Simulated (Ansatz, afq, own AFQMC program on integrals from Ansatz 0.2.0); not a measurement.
## Atomization energy of CH5Al, singlet, worked out

```xyz
7

Al    0.0000    0.0002    0.6566
C     0.0000   -0.0066   -1.2942
H     0.0000    1.3841    1.4409
H     0.0000   -1.3526    1.4928
H     0.0000   -1.0105   -1.7238
H    -0.8749    0.5268   -1.6821
H     0.8749    0.5268   -1.6821
```

Basis cc-pVDZ. Only valence electrons are correlated. AFQMC by an in-house program on the Cholesky factors that Ansatz 0.2.0 writes for its CCSD(T) run. The CISD trial takes its coefficients from CCSD amplitudes. Released means that phaseless walkers are propagated on without the constraint, phases kept. ± is one standard error of the sampling.

Total energies in eV. CBS is CCSD(T) at the limit of def2-TZVPP/QZVPP (extrapolated itself); the highest rung of each member is named.

Cautions: CH₅Al (singlet): the released energies are still falling, so no released level is given (meV from the phaseless value at times in 1/Eh: 14 ± 11 at 0.24, 10 ± 10 at 0.51, 5 ± 10 at 0.99, -14 ± 15 at 1.62, -42 ± 20 at 2.40).

| member | count | CCSD(T)/cc-pVDZ | highest rung in cc-pVDZ | which | CCSD(T)/CBS |
| --- | --- | --- | --- | --- | --- |
| Al (doublet) | +1 | -6583.0131 | -6583.0229 | FCI | -6583.4221 |
| C (triplet) | +1 | -1027.5122 | -1027.5214 | FCI | -1028.3149 |
| H (doublet) | +5 | -13.5861 | -13.5861 | FCI | -13.6059 |
| CH₅Al, singlet | -1 | -7699.2555 | -7699.2828 | CCSDT(Q) | -7702.2681 |

Task: Work out the best estimate of the atomization energy: the CCSD(T)/CBS difference plus the step from CCSD(T) to the highest rung.

Result: Sums with the counts: CCSD(T)/CBS 22.5016 eV, highest rung 20.8080 eV, CCSD(T)/cc-pVDZ 20.7997 eV. The step is 20.8080 − 20.7997 = 0.0083 eV, so the best estimate is 22.5016 + (0.0083) = 22.5099 eV. The basis set is worth 1.702 eV of it. Zero-point, core-correlation and spin–orbit terms aren't in it. Past Ne the Hartree–Fock part of each CBS total tends to overshoot, since the cores don't follow the formula; that largely cancels in the difference.

Best estimates are given only where the step beyond CCSD(T) is under 0.3 eV and no member's determinant is very poor (T1 over 0.05, or 0.07 for open shells, ⟨S²⟩ too high by 0.3, two states mixed), so the hardest cases are missing from such tables.

CCSDT and higher add their correlation energy to the determinant of the CCSD(T) run, since their own runs factorise the integrals more tightly (a shift of under 2 meV). Each member of a difference takes its own highest rung, so a best estimate needn't equal the limit plus the step of one row.
